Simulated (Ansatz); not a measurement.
`CC#CS`. Charge 0, multiplicity 1.

```csv
atom,x (Å),y (Å),z (Å)
C1,0.371,-0.609,1.307
C2,0.116,0.056,0.046
C3,-0.105,0.606,-1.004
S4,-0.292,1.457,-2.441
H5,1.015,0.008,1.939
H6,0.865,-1.574,1.162
H7,-0.560,-0.781,1.853
H8,-1.411,0.838,-2.863
```

Task: What are the harmonic wavenumbers in cm⁻¹ at PBE0-D4/def2-TZVP (Ansatz, finite differences of forces, unscaled)? (Estimate.)

Result: Computed: 21i, 175, 187, 401, 402, 585, 971, 1040, 1046, 1109, 1404, 1464, 1470, 2316, 2673, 3045, 3113, 3116.
